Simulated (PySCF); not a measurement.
## Oxygen: a sound run and one with changed settings

Sound run: O [He] 2s2 2p4, O⁺ [He] 2s2 2p3. Calculation: PySCF 2.14, in x2c-TZVPall (5s3p2d1f, 31 functions); scalar relativity by spin-free X2C-1e. The sound run starts from symmetry-adapted Hartree-Fock orbitals and uses a fine grid where one is needed.

A second run was set up differently.

```tsv
species	method	sound run (hartree)	changed run (hartree)	converged
O	UHF	-74.86787	-74.86787	yes
O	MN15	-75.08923	-75.08556	yes
O	r2SCAN	-75.11159	-75.11361	yes
O⁺	UHF	-74.42662	-74.42662	yes
O⁺	MN15	-74.57964	-74.57964	yes
O⁺	r2SCAN	-74.60909	-74.60909	yes
```

Ionisation energy of O:

| method | sound run (eV) | changed run (eV) |
| --- | --- | --- |
| UHF | 12.007 | 12.007 |
| MN15 | 13.867 | 13.767 |
| r2SCAN | 13.674 | 13.729 |

Problem. What was changed?
A. angular grid far too coarse
B. too few SCF iterations
C. minimal basis
D. level shift left on

Solution. A. It used 26 angular points. A coarse angular grid integrates products of high-l functions wrongly, so density functionals can shift, and the SCF can exploit the error; Hartree-Fock and MP2 need no grid.
